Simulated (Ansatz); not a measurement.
How the LO phonon frequency at X of zinc-blende BAs moves with the method

No measured value is used here.

```tsv
level (code)	value (cm⁻¹)	cell (Å³/atom)
LDA (Ansatz)	741	13.25
PBE (Ansatz)	(withheld)	13.90
PBE-D3(BJ) (Ansatz)	735	13.52
r²SCAN (Ansatz)	737	13.68
B3LYP (VWN-RPA form) (Ansatz)	725	14.02
r²SCANh (Ansatz)	(withheld)	13.60
Hartree–Fock (Ansatz)	790	14.06
```

What belongs in the gaps?


- PBE (Ansatz, an electronic-structure program), value (cm⁻¹): 713
- r²SCANh (Ansatz), value (cm⁻¹): 748

PBE-D3(BJ): the dispersion coefficients are held fixed in the derivatives. Each level is taken at its own relaxed cell. Cutoffs and k meshes differ between the levels. Ansatz's density-functional and Hartree–Fock values are scalar-relativistic unless marked +SOC, with PAW data made under PBE.
